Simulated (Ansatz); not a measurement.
Molecule: C4H7, net charge 0, doublet state. It need not be the lowest isomer of its formula. SMILES: [CH2]C(=C)C
Coordinates optimised at B3LYP-D3(BJ)/def2-TZVP (Ansatz, a quantum-chemistry and plane-wave program):
```xyz
11

C      0.2258     0.1355     1.4075
C      0.0074     0.0796     0.0451
H      0.3812     1.0824     1.9077
H      0.2473    -0.7595     2.0139
C     -0.0284     1.2303    -0.7280
H      0.1213     2.2049    -0.2831
H     -0.2068     1.1890    -1.7940
C     -0.1820    -1.2614    -0.6281
H     -0.3684    -2.0499     0.1004
H     -1.0204    -1.2357    -1.3259
H      0.7092    -1.5350    -1.1977
```
Charge 0, spin multiplicity 2.

Computed values are from Ansatz. Valence correlation only, unless marked. UHF or UKS for open shells. Spin-orbit coupling is left out. No relativistic terms. Basis-set limits of correlation are two-point, X^-3; Hartree-Fock from the larger set. The bracket is a focal-point correction in the basis named.

```json
{
  "atomisation energy De": "1060.1 kcal/mol at RI-MP2/CBS(cc-pVTZ,cc-pVQZ)+[CCSD(T)-MP2]/cc-pVDZ",
  "total_energy": "-156.3536 Eh at RI-MP2/CBS(cc-pVTZ,cc-pVQZ)+[CCSD(T)-MP2]/cc-pVDZ",
  "dipole_moment": "0.30 D at wB97M-V/def2-TZVPD",
  "T1 diagnostic": "0.025 at CCSD/aug-cc-pVDZ"
}
```

The UHF reference is spin-contaminated (<S^2> 0.20 over the pure value in the largest basis).
